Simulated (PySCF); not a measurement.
Compound: C₃H₇FO₂.
Bonds: C1–O2, O2–C3, C3–O4, O4–C5, C5–F6. Hydrogens: H7, H8, H9 on C1; H10, H11 on C3; H12, H13 on C5.

The closed-shell SCF was solved with PySCF and density fitting under several settings on one GFN2-xTB geometry (grid level 2 and gas phase unless stated).

| settings | basis functions | SCF cycles | E (Eh) | HOMO (eV) | LUMO (eV) | dipole (D) |
| --- | --- | --- | --- | --- | --- | --- |
| PBE0/pcSseg-1 | 137 | 14 | -368.3657 | -8.20 | 1.57 | 2.14 |
| wB97X-D/def2-SVPD | 185 | 14 | -368.4342 | -10.27 | 2.28 | 2.13 |
| LC-wPBE/pcSseg-1, energy threshold 1e-07 Eh | 137 | 8 | -368.5573 | -10.99 | 3.77 | 2.18 |
| BP86/def2-TZVP | 228 | 15 | -368.9501 | -6.72 | 0.64 | 1.94 |
| PBE0/ANO-RCC-VDZP | 119 | 14 | -368.5209 | -8.26 | 0.44 | 2.20 |

Problem. Estimate the rows for these settings: (1) PBE0/Sadlej pVTZ, IEF-PCM acetonitrile, energy threshold 1e-07 Eh; (2) BP86/pcseg-1, level shift 0.3 Eh, energy threshold 1e-11 Eh.

Solution. 
| settings | basis functions | SCF cycles | E (Eh) | HOMO (eV) | LUMO (eV) | dipole (D) |
| --- | --- | --- | --- | --- | --- | --- |
| PBE0/Sadlej pVTZ, IEF-PCM acetonitrile, energy threshold 1e-07 Eh | 207 | 8 | -368.5154 | -8.12 | 0.17 | 2.48 |
| BP86/pcseg-1, level shift 0.3 Eh, energy threshold 1e-11 Eh | 119 | 15 | -368.7287 | -6.66 | 0.81 | 2.05 |

Problem. Over all rows, what range does the HOMO–LUMO gap span?

Solution. From 7.36 eV (BP86/def2-TZVP) to 14.76 eV (LC-wPBE/pcSseg-1, energy threshold 1e-07 Eh). The functional of the narrowest has no exact exchange, that of the widest range-separated exact exchange.

Problem. And the dipole moment?

Solution. From 1.94 D (BP86/def2-TZVP) to 2.48 D (PBE0/Sadlej pVTZ, IEF-PCM acetonitrile, energy threshold 1e-07 Eh); the largest is 1.28 times the smallest, and the median is 2.14 D.

Problem. Compare two rows with the functional PBE0: PBE0/pcSseg-1 and PBE0/ANO-RCC-VDZP. Which energy is lower, and by how much?

Solution. PBE0/ANO-RCC-VDZP (119 functions) lies 0.1552 Eh or 97 kcal/mol below PBE0/pcSseg-1 (137 functions). The smaller set gives the lower energy; the two sets aren't nested, so the variational bound doesn't order them by size.

wB97X-D ran without the empirical dispersion term, which would shift the total energy alone. Cycle counts include a coarse-grid stage where the run had one. ANO-RCC sets were contracted for a scalar-relativistic Hamiltonian, but ran non-relativistically here. The structure is a single GFN2-xTB conformer; no vibrational corrections.

Shape of the structure used: `[CH3:1][O:2][CH2:3][O:4][CH2:5][F:6]`: C1–O2–C3–O4 69°, O2–C3–O4–C5 69°, C3–O4–C5–F6 75°.
